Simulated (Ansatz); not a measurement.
# SiClO radical: single points off equilibrium

One table from this session's results is given with a row withheld; the runs are named, their logs left out.

The runs use Ansatz 0.2.0, Gaussian basis; single points in def2-TZVPP.

Cores are frozen in the correlated methods. Orbitals are unrestricted.

### The starting structure

SMILES `O=[Si]Cl`, 3 atoms, charge 0, spin multiplicity 2.

Atoms are counted from 1 here; the program's logs count them from 0.

Bond lengths: O1–Si2 1.452 Å, Si2–Cl3 2.029 Å. Angles: O1–Si2–Cl3 124.1°.

Geometry (Å):

```xyz
3
ClOSi
O     0.38120    1.36320    0.49450
Si    0.46850   -0.08070    0.36830
Cl   -0.86170   -1.21410   -0.66290
```

The first run:

The input, run/in.yaml:

```yaml
crystal:
  periodic: [false, false, false]
  atoms:
    - {symbol: O, position_ang: [0.381200, 1.363200, 0.494500]}
    - {symbol: Si, position_ang: [0.468500, -0.080700, 0.368300]}
    - {symbol: Cl, position_ang: [-0.861700, -1.214100, -0.662900]}
basis:
  gaussian: {orbitals: def2-TZVPP}
magnetization: {spin_polarized: true, initial_magnetization: 1}
correlation: {method: ccsd_t}
scf: {omitted_lower_state_checks: [cluster_reference]}
output: {forces: true}
```

No record of the launch command was kept for these runs.

Among the steps run: CCSD(T)/def2-TZVPP; PBE0-D4/def2-TZVPP; wB97M-V/def2-TZVPP; r2SCAN-D4/def2-TZVPP; PBE-D4/def2-TZVPP; BLYP-D4/def2-TZVPP; LC-wPBE/def2-TZVPP.

One table of the session follows, with a row left open; its other results are not shown here.

```
   method  RMS force component (eV/Å)  angle to CCSD(T) forces (°)  dipole (D)
  CCSD(T)                       2.353                    reference        2.67
  PBE0-D4                       2.073                          0.5        2.73
  wB97M-V                       2.084                          1.0        2.82
r2SCAN-D4                           ?                            ?           ?
   PBE-D4                       2.569                          2.8        2.48
  BLYP-D4                       2.627                          5.6        2.50
  LC-wPBE                       1.894                          4.4        2.89
```

Estimate the missing values for r2SCAN-D4.

**Answer.** RMS force component (eV/Å): 2.220; angle to CCSD(T) forces (°): 0.3; dipole (D): 2.63. In the column «RMS force component (eV/Å)» it lies between wB97M-V (2.084) and CCSD(T) (2.353).
